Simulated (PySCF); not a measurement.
Removing an electron from `C[S+]1CCCC1`

Compound: C5H11S (charge +1).
Z-matrix (Å and degrees, PBE0-D3(BJ)/def2-SVP geometry), rows numbered from 1:
```
C 
S   1  1.7981
C   2  1.8428  1  103.04
C   3  1.5263  2  105.86  1  -113.83
C   4  1.5229  3  107.54  2    34.16
C   5  1.5201  4  106.15  3   -48.81
H   1  1.0989  2  107.10  3   -70.55
H   1  1.0986  2  107.20  3   172.53
H   1  1.0980  2  111.06  3    50.81
H   3  1.0983  2  107.32  1   123.34
H   3  1.0999  2  106.33  1     6.87
H   4  1.0999  3  109.67  2   156.86
H   4  1.1013  3  109.88  2   -85.83
H   5  1.1022  4  111.05  3    71.44
H   5  1.1001  4  112.25  3  -169.03
H   6  1.0995  2  108.04  1   -38.34
H   6  1.1005  2  104.68  1  -153.84
```

Level: wB97X-D/def2-SVPD (PySCF). Frontier orbitals with their largest atomic shares (Löwdin; up to four atoms above 4 %):

| orbital | ε (eV) | main atoms |
| --- | --- | --- |
| HOMO−3 | -16.78 | C4 27 %, C5 22 %, C6 14 %, H12 11 % |
| HOMO−2 | -16.75 | C5 22 %, C3 14 %, C4 13 %, H15 13 % |
| HOMO−1 | -16.14 | C4 23 %, C5 22 %, H13 14 %, H14 13 % |
| HOMO | -15.69 | ? |
| LUMO | -2.95 | S2 49 %, C6 15 %, C3 14 %, C1 6 % |
| LUMO+1 | -2.70 | S2 46 %, C1 17 %, C3 11 %, C6 8 % |
| LUMO+2 | -1.89 | S2 27 %, C1 14 %, C3 8 %, C6 8 % |

Task: What vertical ionisation energy does ΔSCF give, and how far is −ε(HOMO) from it?

Result: ΔSCF: 15.98 eV (1542 kJ/mol; threshold wavelength 77.6 nm); ⟨S²⟩ of the doublet left behind is 0.753, against 0.75 for a pure doublet. −ε(HOMO) is 15.69 eV, 0.29 eV below it. For the exact functional −ε(HOMO) would equal the first vertical ionisation energy; wB97X-D (range-separated hybrid) comes within 0.29 eV of that here.

Task: On which atoms does the HOMO lie?

Result: S2 (sulfonium sulfur) 53 %, C1 (S-methyl carbon) 9 %, C3 (sp3 carbon bound to sulfur) 8 %, C6 (sp3 carbon bound to sulfur) 7 %. The HOMO−1 lies 0.45 eV lower.

Task: And the vertical electron affinity, the fundamental gap, Mulliken's electronegativity and the hardness (with the factor ½)?

Result: EA = 2.82 eV by ΔSCF (−ε(LUMO) = 2.95 eV). IE − EA = 13.16 eV against an orbital gap of 12.74 eV; (IE + EA)/2 = 9.40 eV; (IE − EA)/2 = 6.58 eV.

Task: The lowest singlet excitation (vertical TDDFT, same level) lies at 7.76 eV. How far is it below IE − EA?

Result: IE − EA = 13.16 eV, so by 5.40 eV.

Task: What total energies stand behind the ΔSCF value?

Result: E(N) = -594.77961 Eh and E(N − 1) = -594.19232 Eh at the same geometry, 0.58729 Eh apart. With one more electron, E(N + 1) = -594.88324 Eh.

The structure is a single PBE0-D3(BJ)/def2-SVP conformer in the gas phase; no vibrational or solvent corrections.

These values come from a run that also computed excited states and ΔSCF ions. Hardware: one thread of an Arm Neoverse V1, no GPU, shared host. Cost: 4.0 min of wall time.

Note: wB97X-D ran without an empirical dispersion term, which enters the total energy and its gradient alone.
